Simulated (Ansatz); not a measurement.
Two isomers of C4H5N: A = `CC1=CC=N1`, B = `C=CN1C=C1`.

Gas-phase electronic energies from Ansatz, PBE0-D4/def2-TZVP geometries. CCSD(T)/CBS is the MP2 limit (def2-TZVPP, def2-QZVPP) plus CCSD(T) − MP2 in def2-TZVPP, frozen cores. Functionals use def2-TZVPP. B3LYP here is the variant with VWN-RPA as its local correlation; programs differ in this. Each species was taken in one conformer, which may not be the lowest.

A:

Z-matrix (Å, degrees):
```
C
C 1 1.460
H 1 1.096 2 109.9
H 1 1.096 2 109.9 3 -116.9
H 1 1.091 2 111.5 3 121.6
C 2 1.331 1 141.4 3 -121.9
C 2 1.923 1 166.4 3 58.3
N 2 1.553 1 125.0 3 58.2
H 6 1.080 2 136.8 1 0.1
H 7 1.090 3 160.5 1 -166.7
```

B:

```xyz
10

C    -1.4296    0.5420   -0.4615
C    -0.3080    0.9561    0.1129
N     0.5897    0.1512    0.8507
C     1.6366   -0.5661    0.0723
C     0.6539   -1.2825    0.4464
H    -2.1074    1.2420   -0.9320
H    -1.7098   -0.5065   -0.4688
H    -0.0326    2.0077    0.1215
H     2.6003   -0.3519   -0.3518
H     0.1070   -2.1920    0.6101
```

(1) Which isomer does CCSD(T)/CBS put lower? Give the gap. (An estimate is asked.)

(2) Give E(B) − E(A) in kcal/mol with CCSD/def2-TZVPP, PBE0-D4, PBE-D4, B3LYP-D4, MP2/def2-TZVPP, CCSD(T)/def2-SVP, r2SCAN-D4. (Best estimate.)

(3) Does the order hold for the free energy at 298.15 K (harmonic terms from PBE0-D4)? (An estimate is asked.)

Largest T1 diagnostic: 0.019.

Answers

(1) Ansatz gave: A, by 23.6 kcal/mol.

(2) Computed: CCSD/def2-TZVPP 24.2, PBE0-D4 22.5, PBE-D4 21.5, B3LYP-D4 20.7, MP2/def2-TZVPP 22.6, CCSD(T)/def2-SVP 26.5, r2SCAN-D4 20.8. None reverses the order clearly.

(3) The calculation gave: Yes: G(B) − G(A) = +22.1 kcal/mol, for one conformer each.

At CCSD(T), def2-SVP lies +2.9 kcal/mol from the extrapolated value and def2-TZVPP +1.0 kcal/mol. From PBE to PBE0 (25 % exact exchange), in def2-TZVPP and without D4, E(B) − E(A) moves by +0.9 kcal/mol.
